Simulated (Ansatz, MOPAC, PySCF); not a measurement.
System: OCl (charge 0, doublet). SMILES: [O]Cl
Geometry from a B3LYP-D3(BJ)/def2-TZVP (Ansatz, an electronic-structure program) optimisation:
```
Cl
O 1 1.5797
```
Charge 0, spin multiplicity 2.

Quantity: enthalpy of formation at 298 K, in kcal/mol. Set-up: 6-31G* and kin with 6d, 5d where marked; non-relativistic; valence correlation only; spin-orbit terms left out; LANL2DZ with its own core potentials from Na on; 6-311+G** with 5d, 6d on Na to Ar in Ansatz; open shells spin-unrestricted. Basis-set limits of correlation are two-point, X^-3; Hartree-Fock from the larger set (for Q and 5 zeta extrapolated as (X+1)exp(-9√X)). First-principles rows: single points at B3LYP-D3(BJ) geometries (Ansatz), with unscaled harmonic terms from B3LYP/6-31G* at its own minima, enthalpies of formation by atomisation with measured atoms. Semi-empirical rows: MOPAC heats of formation at their own minima for 298 K.

Measured values: G2/97 table in ASE (Curtiss et al.); they hold spin-orbit and core effects, anharmonicity. 

Value to compare with, the measured value: 24.2 kcal/mol.

```json
[
 {"level": "PM3", "program": "MOPAC", "enthalpy of formation at 298 K (kcal/mol)": "8.3", "error": "-15.9"},
 {"level": "MNDO", "program": "MOPAC", "enthalpy of formation at 298 K (kcal/mol)": "34.8", "error": "10.6"},
 {"level": "PBE/STO-3G", "program": "Ansatz", "enthalpy of formation at 298 K (kcal/mol)": "30.4", "error": "6.2"},
 {"level": "PBE/LANL2DZ", "program": "Ansatz", "enthalpy of formation at 298 K (kcal/mol)": "49.1", "error": "24.9"},
 {"level": "B3LYP/3-21G", "program": "Ansatz", "enthalpy of formation at 298 K (kcal/mol)": "55.5", "error": "31.3"},
 {"level": "B3LYP/6-31G", "program": "Ansatz", "enthalpy of formation at 298 K (kcal/mol)": "60.5", "error": "36.3"},
 {"level": "B3LYP/6-31G*", "program": "Ansatz", "enthalpy of formation at 298 K (kcal/mol)": "29.4", "error": "5.2"},
 {"level": "B3LYP/6-311+G**", "program": "Ansatz", "enthalpy of formation at 298 K (kcal/mol)": "32.2", "error": "8.0"},
 {"level": "MP2/LANL2DZ", "program": "Ansatz", "enthalpy of formation at 298 K (kcal/mol)": "87.5", "error": "63.3"},
 {"level": "B3PW91/6-31G* (5d)", "program": "PySCF", "enthalpy of formation at 298 K (kcal/mol)": "28.5", "error": "4.3"},
 {"level": "r2SCAN-D4/def2-TZVPD", "program": "Ansatz + dftd4", "enthalpy of formation at 298 K (kcal/mol)": "18.3", "error": "-5.9"},
 {"level": "CCSD(T)/CBS(cc-pV(Q+d)Z,cc-pV(5+d)Z)", "program": "Ansatz", "enthalpy of formation at 298 K (kcal/mol)": "24.2", "error": "0.0"}
]
```

Among the 10 habitual levels, MP2/LANL2DZ lies farthest from the measured value (63.3 kcal/mol); 9 of 10 lie above it, and their mean absolute error is 20.6 kcal/mol, the median 13.2. One case shows no general order.

The levels are drawn from those run, B3LYP/6-31G* more often than the rest, none by its result; runs whose electronic state is in doubt are left out.
